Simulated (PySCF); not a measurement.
Atom-mapped SMILES (the numbers label the heavy atoms): `[NH:1]=[O:2]`; H(Xn) means a hydrogen on atom n.

Geometry: PBE0-D3(BJ)/def2-SVP; GIAO shifts from PySCF, gas phase, non-relativistic, averaged over equivalent atoms.

At PBE0/IGLO-III (80 basis functions, 3.9 s wall time on 1 thread of an Arm Neoverse N1, shared host):
| atoms | δ (ppm) |
| --- | --- |
| N1 | 1377.6 |
| O2 | 2600.2 |
| H(N1) | 30.80 |

Chemical shifts δ = σref − σ; ¹⁵N (260.55 ppm) against NH3; H2O for ¹⁷O (327.19 ppm); ¹H (31.37 ppm) against TMS, all at this level.

**Question.** Predict the values at B97-2/pcSseg-2 on the same geometry.

**Answer.** 
| atoms | δ at B97-2/pcSseg-2 | change |
| --- | --- | --- |
| N1 | 1266.8 | -110.8 |
| O2 | 2358.2 | -242.0 |
| H(N1) | 29.21 | -1.59 |

Chemical shifts δ = σref − σ; ¹⁵N (σref 259.60) against NH3; H2O for ¹⁷O (σref 326.24); ¹H (σref 31.36) against TMS, all at this level.

The largest change is at O2 (oxygen bonded to N). Cost: 86 basis functions, 1.2 s wall time on 1 thread of an Arm Neoverse V2, shared host.

The lowest triplet lies only 0.4 eV above this closed-shell state, which makes its shieldings and couplings unsafe. Unscaled 17O shifts of doubly bonded oxygen tend to come out too high, by tens of ppm or more. Experimental scales use liquid or dissolved standards, which lie at an offset from isolated NH3 (liquid NH3: subtract about 20 ppm) and H2O (liquid H2O: subtract about 36 ppm). Unscaled 15N shifts of sp2 nitrogen come out 20 to 40 ppm too high even then.
